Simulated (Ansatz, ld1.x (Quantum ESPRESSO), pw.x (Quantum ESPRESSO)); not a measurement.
From atom to crystal: RRKJ potential for K

ld1.x (Quantum ESPRESSO) 7.5 input, shortened:

```
&input
   title='K', zed=19., rel=1, dft='PW', iswitch=3,
   config='[Ar] 3d1 4s0 4p0'
 /
 &inputp
   pseudotype=2, tm=.false., rho0=0.02, lloc=0,
   nlcc=.true., new_core_ps=.true.
 /
3
4P  2  1   0.00   0.00  4.10  4.10  0.0
3D  3  2   1.00   0.00  4.20  4.20  0.0
4S  1  0   0.00   0.00  3.75  3.75  0.0
 &test
   configts(1)='3d1 4s0 4p0'
 /
```

Atomic tests: cutoffs needed: 6 Ry and 8 Ry (the cutoffs (Ry, on a coarse ladder) from which the occupation-weighted sum of valence levels, in a spherical-Bessel basis at the reference potential, stays within 10 and 1 mRy of its value at 400 Ry); ghost test: no extra level below or beside the all-electron valence levels (p, d, s, f tested) (spherical-Bessel basis up to 400 Ry, 20 bohr box); largest excitation error: +4.8 meV (all-electron minus pseudo) for 3d0 4s0 4p1, out of 4 test configurations.

Crystal test: fcc K in pw.x 7.5, no spin, 9³ k-points, Fermi–Dirac smearing 0.01 Ry, cutoffs 50/200 Ry. The reference is all-electron LAPW (Ansatz 0.2.0) with the same functional, mesh and smearing; V0 and B0 come from Birch–Murnaghan fits to the pressures at five volumes. Errors are pseudo minus all-electron; Δ is the rms difference of the E(V) curves that follow from these fits, minima aligned, over ±6 % about the mean V0. Mesh and smearing are coarse, so the numbers serve the comparison and aren't converged zero-temperature values; the lattice is a test structure that the element need not adopt.

All-electron: a0 = 6.368 Å (V0 = 64.55 Å³/atom), B0 = 4.4 GPa.

Question: How far does the potential miss the all-electron equation of state?

Answer: mean pressure error (GPa): +0.07; a0 (Å): 6.400; a0 error (%): +0.51; B0 error (%): -1.1; Δ (meV/atom): 0.9. This is a poor potential for the solid.

| V (Å³/atom) | P all-electron (GPa) | P pseudo (GPa) |
| --- | --- | --- |
| 61.457 | 0.23 | 0.31 |
| 63.075 | 0.10 | 0.18 |
| 64.692 | -0.01 | 0.06 |
| 66.309 | -0.11 | -0.05 |
| 67.927 | -0.20 | -0.14 |

Question: At the middle volume, how do free energy and pressure move when the wave cutoff is lowered (ecutrho kept at four times it)?

Answer:

| cutoff (Ry) | shift of F (meV/atom) | shift of P (GPa) |
| --- | --- | --- |
| 22 | +0.0 | -0.00 |
| 30 | +0.0 | +0.00 |
| 40 | -0.0 | +0.00 |

The run at the middle volume (35 k-points, 9 iterations) took about 9.6 s on one core of a shared host (Neoverse-V1, 32 threads, 247 GiB, load 15).
